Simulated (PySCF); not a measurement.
## How the method changes the constants of F₂⁺

State: ²Πg (doublet), unpaired electrons π ↑. Set-up: F def2-TZVPPD; no relativity (PySCF 2.14). De refers to F⁺ + F in their high-spin ground configurations, without counterpoise correction. The functionals are run spin-unrestricted.

```tsv
Level	Re (Å)	ωe (cm⁻¹)	De (eV)	CPU s a point (SCF and correlation, without the integrals)
UHF	1.213	1581	-0.96	0.4
UHF-MP2	1.351	880	3.70	0.68
UHF-SCS-MP2	1.339	934	3.31	n/a
UHF-CCSD	1.289	1222	2.72	n/a
UHF-CCSD(T)	1.313	1114	3.14	20
PBE	1.316	1151	4.75	0.55
PBEsol	1.302	1193	5.18	0.35
BLYP	1.333	1105	4.57	0.35
r²SCAN	1.298	1217	3.88	0.65
M06-L	1.295	1185	3.63	0.84
TPSSh	1.299	1217	3.75	0.93
PBE0	1.273	1302	3.50	1.2
M06-2X	1.259	1384	3.21	0.87
ωB97M-V	1.278	1309	3.54	3.3
```

Question: Which functional lies closest to UHF-CCSD(T) in De, which farthest, and by how much do they differ from it?

Answer: Closest is M06-2X (-5.4 pm in Re, +24.2 % in ωe, +0.07 eV in De against UHF-CCSD(T) in the same basis), farthest PBEsol (-1.1 pm in Re, +7.1 % in ωe, +2.04 eV in De). CCSD(T) converges more slowly with the basis than the functionals do and binds too weakly in this one, so the order can change at the basis-set limit.

Question: What does the step from GGA to meta-GGA do here, going from PBE to r²SCAN?

Answer: r²SCAN less PBE: -1.8 pm in Re, +5.7 % in ωe, -0.87 eV in De. 

Question: What does second-order correlation do here, going from UHF to UHF-MP2?

Answer: UHF-MP2 less UHF: +13.8 pm in Re, -44.3 % in ωe, +4.66 eV in De. Correlation nearly always deepens the well. The bond lengthens, as in strong covalent bonds, where excitations into antibonding orbitals dominate.

Correlated steps freeze 2 core orbitals. A negative De means that the minimum lies above the separated atoms at that level. The state is the lowest determinant that a PBE0 search found; another state may lie lower at other levels.

The whole job (state search and all levels along the bond) took about 5 min on 1 thread of Intel Xeon 6975P-C (shared host), peak memory 2.4 GiB.
